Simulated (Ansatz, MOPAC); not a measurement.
## How well does each level of theory give the band gap of anatase TiO2 (metastable phase)?

Reference value: 3.42 eV (measured, low temperature, zero-point motion not removed, gap of extended states, from the Urbach tail; as tabulated in Kang and Hybertsen (2010), arXiv:1006.4085).

| level (code) | value (eV) | cell (Å³/atom) | difference (eV) |
|---|---|---|---|
| PM7 semi-empirical Hartree-Fock (MOPAC) | 7.72 | 12.96 | +4.30 |
| LDA (Ansatz) | 2.01 (indirect) | 11.35 | -1.41 |
| PBE (Ansatz) | 2.12 (indirect) | 11.35 | -1.30 |
| PBE-D3(BJ) (Ansatz) | 2.11 (indirect) | 11.44 | -1.31 |
| r²SCAN-D4 (Ansatz) | 2.53 (indirect) | 11.32 | -0.89 |
| LC-ωPBE (Ansatz) | 8.94 (indirect) | 11.35 | +5.52 |
| r²SCAN0 (Ansatz) | 4.67 (indirect) | 11.35 | +1.25 |
| r²SCANh (Ansatz) | 3.34 (indirect) | 11.35 | -0.08 |
| Hartree–Fock (Ansatz) | 12.75 (indirect) | 11.35 | +9.33 |

Leaving aside PM7 semi-empirical Hartree-Fock (MOPAC) (doubt noted below): Closest of the ranked levels: r²SCANh (-0.08 eV). Farthest off among them: Hartree–Fock (+9.33 eV). Of the ranked levels only r²SCANh lands within 0.5 eV.

Density-functional gaps are differences of (generalised) Kohn–Sham levels of a static lattice; semilocal ones lie below quasiparticle gaps as a rule. Measured gaps hold zero-point and thermal shifts unless a correction is named.  PM7 semi-empirical Hartree-Fock (MOPAC): the cell has another shape than the first-principles one, perhaps another minimum in the same group. PM7 semi-empirical Hartree-Fock (MOPAC): the gap is read on the k mesh or supercell of the run alone and can be too large. PM7 semi-empirical Hartree-Fock (MOPAC): the method was fitted mainly to molecules. PM7 semi-empirical Hartree-Fock (MOPAC): gaps of these semi-empirical methods are Hartree–Fock-like level differences, and their formation enthalpies are fitted 298 K values. Values are at the measured cell; PM7 semi-empirical Hartree-Fock (MOPAC) at the level's own equilibrium cell; PBE-D3(BJ) at the level's own relaxed cell; r²SCAN-D4 at the level's own relaxed cell. Cutoffs and k meshes differ between the levels. Ansatz's density-functional and Hartree–Fock values are scalar-relativistic unless marked +SOC, with PAW data made under PBE.

Differences are worked out from the printed values.

Ansatz is a program for electronic structure.
